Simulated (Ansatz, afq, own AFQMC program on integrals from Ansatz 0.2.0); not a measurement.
# TiCl, quartet: AFQMC among the cluster methods

```xyz
2

Ti    0.0000    0.0000    0.0000
Cl    0.0000    0.0000    2.2084
```

Basis def2-SVP. Only valence electrons are correlated. Ansatz 0.2.0 and our own AFQMC program on the same integrals; the CISD trial comes from CCSD amplitudes, and released means the phaseless constraint is let go. Error bars are statistical, one sigma. The metal's outer-core s and p shells are frozen, which shifts wave-function levels against functionals.

Determinant: UHF, the one that the program's search chose, which needn't be the lowest solution. The geometry is a PBE0/def2-TZVP stationary point of this or a neighbouring charge and spin state.

No full CI on the walks' own integrals is used here; CCSDT(Q) serves as the reference and is uncertain by about the last step of the cluster series.

Cautions: no relativity below Rb; outer-core shells of the metal frozen; higher spins were not checked; CCSDT(Q) on the ROHF determinant differs (47 meV higher), by its state or its frozen core.

The T1 diagnostic is 0.0286 and the weight of the determinant in the CISD state is 0.906. The ⟨S²⟩ of the determinant is 3.754 and the size of the correlated space is 11 electrons in 35 orbitals.

Reference: CCSDT(Q), correlation energy -4.881 eV. The released energy is read at 2.40 1/Eh (meV from the phaseless value at times in 1/Eh: -3 ± 11 at 0.24, -2 ± 13 at 0.51, 9 ± 13 at 0.99, -18 ± 16 at 1.62, -20 ± 20 at 2.40).

```
         level  E − E(reference) (kJ/mol)  share of correlation (%)
            HF                      470.9                      0.00
           MP2                       59.8                     87.31
          CCSD                       13.3                     97.17
       CCSD(T)                        3.1                     99.34
         CCSDT                        1.1                     99.77
   ph-AFQMC/HF                 -4.6 ± 4.4                    100.97
 ph-AFQMC/CISD                  1.0 ± 1.0                     99.80
released AFQMC                 -1.0 ± 1.9                    100.21
```

Released energies are given only where the last usable release times agree within the noise; a slower fall can still hide under it.
